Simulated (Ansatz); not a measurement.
Fluorite CeO₂ was calculated with BLYP (Ansatz, a program for electronic structure, PAW).

Run with plane-wave cutoff 520 eV, 12×12×12 k mesh, Fermi–Dirac smearing 0.01 eV, no spin polarisation, scalar-relativistic PAW data made under PBE.

The volume scan:

```tsv
V (Å³/atom)	E − E_lowest (meV/atom)	P (GPa)
13.292	28.35	11.37
13.575	12.08	7.14
13.858	2.88	3.36
14.140	0.00	-0.04
14.423	2.79	-3.08
14.706	10.67	-5.80
14.989	23.10	-8.24
```

**Question.** What bulk modulus B0 and pressure derivative B′ does a third-order Birch–Murnaghan fit give?

**Answer.** V0 = 14.137 Å³/atom, B0 = 161 GPa, B′ = 4.5 (fit to the energies at full precision).

Measured, for comparison: bulk modulus 220 ± 9 GPa (room temperature, no zero-point or thermal correction, our sources range from 220 to 230; as tabulated in High Pressure Brillouin Spectroscopy and X-ray Diffraction of Cerium Dioxide …); equilibrium volume per atom 13.06 Å³/atom (0 K, extrapolated to 0 K; as tabulated in Stimac et al. (2024), arXiv:2411.06536). Computed (rounded) less measured: bulk modulus -27 % (-27 % to -30 % over the range), equilibrium volume per atom +8.3 %.

Spin–orbit coupling is not included.

The computed numbers hold no vibrational or temperature effects.

Cost on a shared machine: very roughly 50 core-seconds.
